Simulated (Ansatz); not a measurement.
Compare A (`[AlH2][O][AlH2]`) with its isomer B (`[OH][AlH][AlH2]`).

Computed with Ansatz on PBE0-D4/def2-TZVP structures; ΔE is electronic, products minus reactants. CBS: MP2 limit from def2 TZ/QZ plus the TZ coupled-cluster correction, frozen cores. Functionals use def2-TZVPP. B3LYP here is the variant with VWN-RPA as its local correlation; programs differ in this. One conformer a species, not always the lowest.

A:

```xyz
7

Al   -0.549    0.684   -1.434
O    -0.001   -0.004   -0.001
Al    0.549   -0.685    1.434
H    -2.108    0.725   -1.702
H     0.519    1.260   -2.449
H     0.891   -2.230    1.452
H     0.699    0.250    2.701
```

B:

Z-matrix (Å, degrees):
```
Al
Al 1 2.587
O 1 1.706 2 113.9
H 1 1.598 2 128.9 3 180.0
H 2 1.595 1 121.9 3 -90.1
H 2 1.595 1 121.9 3 90.2
H 3 0.957 1 123.0 2 -179.9
```

Problem. Which isomer does CCSD(T)/CBS put lower? Give the gap. (An estimate is asked.)

Solution. The calculation gave: A, by 161.3 kJ/mol.

Problem. Give E(B) − E(A) in kJ/mol with PBE-D4, PBE0-D4, CCSD(T)/def2-TZVPP, LDA (SPW92), B3LYP, BLYP-D4, CCSD(T)/def2-SVP. (Estimate.)

Solution. Ansatz gave: PBE-D4 139.5, PBE0-D4 144.6, CCSD(T)/def2-TZVPP 162.0, LDA (SPW92) 143.2, B3LYP 163.7, BLYP-D4 162.9, CCSD(T)/def2-SVP 172.6. None reverses the order clearly.

Problem. Does the order hold for the free energy at 298.15 K (harmonic terms from PBE0-D4)? (Best estimate.)

Solution. Computed: Yes: G(B) − G(A) = +163.7 kJ/mol, for one conformer each.

Largest T1 diagnostic: 0.013.

Leaving LDA and LC-ωPBE aside and taking each functional with its dispersion term where it has one, the values, not all of them listed here, spread over 37.2 kJ/mol, from PBE-D4 to B97M-V. LDA lies +4.7 kJ/mol from PBE without D4. From PBE to PBE0 (25 % exact exchange), in def2-TZVPP and without D4, E(B) − E(A) moves by +5.3 kJ/mol.
